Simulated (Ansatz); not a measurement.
Zinc-blende HgSe, treated with PBE (plane waves, PAW; Ansatz, a first-principles code).

Settings: plane-wave cutoff 520 eV, 10×10×10 k mesh, Fermi–Dirac smearing 0.01 eV, scalar-relativistic PAW data made under PBE.

Results at a series of volumes:

| V (Å³/atom) | E − E_lowest (meV/atom) | P (GPa) |
|---|---|---|
| 28.804 | 16.97 | 3.12 |
| 29.417 | 7.30 | 1.96 |
| 30.030 | 1.80 | 0.94 |
| 30.643 | 0.00 | 0.03 |
| 31.255 | 1.47 | -0.78 |
| 31.868 | 5.83 | -1.49 |
| 32.481 | 12.76 | -2.12 |

Question: What bulk modulus B0 and pressure derivative B′ does a third-order Birch–Murnaghan fit give?

Answer: V0 = 30.662 Å³/atom, B0 = 42.6 GPa, B′ = 5.1 (fit to the energies at full precision).

Measured, for comparison: bulk modulus 50 GPa (temperature not stated, not corrected to a static lattice, our sources range from 48.5 to 51.6; as tabulated in Toher et al. (2017), arXiv:1611.05714); equilibrium volume per atom 28.16 Å³/atom (293 K, not corrected to a static lattice; as tabulated in Cardona et al. (2009), arXiv:0908.2634). Computed (rounded) less measured: bulk modulus -15 % (-12 % to -17 % over the range), equilibrium volume per atom +8.9 %.

Spin–orbit coupling is not included; it can open a gap where bands touch, and shift volumes and moduli.
